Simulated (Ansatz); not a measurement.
Geometry optimisation, RKS PBE0-D4/def2-mTZVP (Ansatz 0.2.0).

Input file:

```yaml
crystal:
  periodic: [false, false, false]
  atoms:
    - { symbol: Si, position_ang: [0.154821, 0.0121, 0.072578] }
    - { symbol: Cl, position_ang: [0.243203, -0.201102, 2.172368] }
    - { symbol: Si, position_ang: [2.331748, 0.001174, -0.800616] }
    - { symbol: H, position_ang: [2.866674, -1.386194, -0.81832] }
    - { symbol: H, position_ang: [2.305116, 0.526012, -2.19431] }
    - { symbol: H, position_ang: [3.206951, 0.863519, 0.034945] }
    - { symbol: H, position_ang: [-0.545326, 1.287687, -0.214365] }
    - { symbol: H, position_ang: [-0.646857, -1.118544, -0.454229] }
    - { symbol: H, position_ang: [-2.408501, 0.013981, 0.819625] }
    - { symbol: H, position_ang: [-2.238728, 0.001367, 1.507325] }
basis:
  gaussian: { orbitals: def2-mTZVP }
hamiltonian:
  xc: pbe0
  dispersion: d4
relax:
  f_tol: 0.03
  max_steps: 50
```

Launched with:

```bash
$ ansatz run input.yaml --threads 2 --pin off --max-ram 3072MiB --backend cpu --events-out ev --progress --plain --runs-dir out
```

Where does it end, and by what steps?

The forces met the threshold. The force dipped under the threshold on the way, but the program's further checks kept it going. After 17 steps the energy has fallen by 0.188 eV; H9 moved furthest, 0.96 Å.

| step | energy less start (eV) | largest force component (eV/Å) | accepted |
| --- | --- | --- | --- |
| 0 | 0.0000 | 1.361 | yes |
| 1 | -0.1179 | 0.191 | yes |
| 2 | -0.1555 | 0.143 | yes |
| 3 | -0.1729 | 0.062 | yes |
| 4 | -0.1566 | 0.254 | no |
| 5 | -0.1789 | 0.030 | yes |
| 6 | -0.1837 | 0.050 | yes |
| 7 | -0.1846 | 0.089 | yes |
| 8 | -0.1865 | 0.070 | yes |
| 9 | -0.1870 | 0.037 | yes |
| 10 | -0.1873 | 0.035 | yes |
| 11 | -0.1875 | 0.052 | yes |
| 12 | -0.1876 | 0.048 | yes |
| 13 | -0.1878 | 0.041 | yes |
| 14 | -0.1879 | 0.038 | yes |
| 15 | -0.1876 | 0.080 | no |
| 16 | -0.1880 | 0.013 | yes |
| 17 | -0.1881 | 0.013 | yes |

```xyz
10
Properties=species:S:1:pos:R:3
Si 0.339 0.023 0.018
Cl 0.409 -0.408 2.051
Si 2.507 0.003 -0.855
H 3.115 -1.340 -0.662
H 2.453 0.313 -2.311
H 3.339 1.027 -0.168
H -0.299 1.356 -0.139
H -0.521 -0.998 -0.632
H -3.299 0.092 1.161
H -2.773 -0.067 1.664
```

Time of the run: 32 s on 2 threads of Arm Neoverse V1, on a shared host, peak memory 0.18 GiB.
